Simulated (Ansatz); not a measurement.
# AlH4NSi: the cost of one run

Program: Ansatz 0.2.0, driven from Python. The levels of theory stand in the script. These are calculated values, not measurements.

### 1 Starting point

Bond lengths: N1–Al2 1.850 Å, N1–Si3 1.773 Å, Al2–Si3 2.322 Å, N1–H4 1.090 Å, Al2–H5 1.605 Å, Si3–H6 1.459 Å, Si3–H7 1.508 Å. Angles: N1–Al2–Si3 48.7°, N1–Al2–H5 151.6°, Si3–Al2–H5 158.1°, Al2–N1–Si3 79.7°, Al2–N1–H4 107.8°, Si3–N1–H4 106.0°, N1–Si3–Al2 51.6°, N1–Si3–H6 113.9°, N1–Si3–H7 112.3°, Al2–Si3–H6 119.8°, Al2–Si3–H7 116.7°, H6–Si3–H7 121.4°.

The script holds or builds the structure itself.

### 2 The code

Input file alh4nsi_composite.py:

```python
import itertools

import ansatz
from ase import Atoms
from ase.data import atomic_numbers, covalent_radii
import numpy as np


def main() -> None:
    atoms = Atoms(["N", "Al", "Si", "H", "H", "H", "H"], positions=[
        (-0.7436, -0.0078, -0.7954),
        (0.2927, -1.3646, -0.0834),
        (-0.12, 0.797, 0.656),
        (-0.1978, 0.4227, -1.6352),
        (1.036, -2.7821, -0.1986),
        (-1.1301, 1.0321, 1.6815),
        (0.924, 1.8347, 0.3296),
    ])
    geometry = ansatz.Crystal.molecule_from_ase(atoms)

    model = (
        geometry.calculation()
        .basis(gaussian="def2-SVP")
        .functional("B3LYP", dispersion="d4")
        .accuracy("medium")
    )
    symbols = [site.symbol for site in geometry.cartesian_sites]
    start = np.array([site.position_ang for site in geometry.cartesian_sites], dtype=float)
    r = model.relax(force_tolerance=0.01, max_steps=100).run(threads=1, pin="off").report
    end = np.array(r["positions_ang"])
    radius = [covalent_radii[atomic_numbers[s]] for s in symbols]
    span = lambda where, i, j: np.linalg.norm(where[i] - where[j])
    bonded = [(i, j) for i, j in itertools.combinations(range(len(symbols)), 2) if min(span(start, i, j), span(end, i, j)) < 1.2 * (radius[i] + radius[j])]
    print("pair        before    after (A)")
    for i, j in bonded:
        print(f"{symbols[i]}{i}-{symbols[j]}{j}".ljust(10), f"{span(start, i, j):8.4f} {span(end, i, j):8.4f}")

    minimum = ansatz.Crystal.molecule()
    for symbol, place in zip(symbols, end):
        minimum = minimum.atom(symbol, place.tolist())
    at_minimum = minimum.calculation()
    level = lambda method, basis: at_minimum.basis(gaussian=basis).correlation(method).run(threads=1, pin="off").report
    small, large, cluster = level("mp2", "cc-pVDZ"), level("mp2", "cc-pVTZ"), level("ccsd_t", "cc-pVDZ")
    corr = lambda each: (each["free_energy_ev"] - each["reference_energy_ev"]) / 27.211386246
    mp2_limit = (27 * corr(large) - 8 * corr(small)) / 19
    pieces = {"HF / cc-pVTZ": large["reference_energy_ev"] / 27.211386246, "MP2 correlation, DZ-TZ limit": mp2_limit, "CCSD(T) - MP2 / cc-pVDZ": corr(cluster) - corr(small)}
    for name, value in pieces.items():
        print(f"{name:32s} {value:14.6f} Ha")
    print(f"{'sum':32s} {sum(pieces.values()):14.6f} Ha")
    print("T1 diagnostic", round(cluster["correlation"]["coupled_cluster"]["t1_diagnostic"], 4))


if __name__ == "__main__":
    main()
```

### 3 What the engine is handed

The package turns the script's settings into the engine's input (first run):

```yaml
crystal:
  periodic: [false, false, false]
  atoms:
    - { symbol: "N", position_ang: [-0.7436, -0.0078, -0.7954] }
    - { symbol: Al, position_ang: [0.2927, -1.3646, -0.0834] }
    - { symbol: Si, position_ang: [-0.12, 0.797, 0.656] }
    - { symbol: H, position_ang: [-0.1978, 0.4227, -1.6352] }
    - { symbol: H, position_ang: [1.036, -2.7821, -0.1986] }
    - { symbol: H, position_ang: [-1.1301, 1.0321, 1.6815] }
    - { symbol: H, position_ang: [0.924, 1.8347, 0.3296] }
accuracy: medium
basis:
  gaussian:
    orbitals: def2-SVP
hamiltonian:
  xc: b3lyp
  dispersion: d4
relax:
  f_tol: 0.01
  max_steps: 100
```

### 4 The run

On the command line:

```bash
python alh4nsi_composite.py
```

Q: Estimate wall time and peak memory on 1 thread of Arm Neoverse V1, shared host.

About 35 s, with a peak of 0.32 GiB.
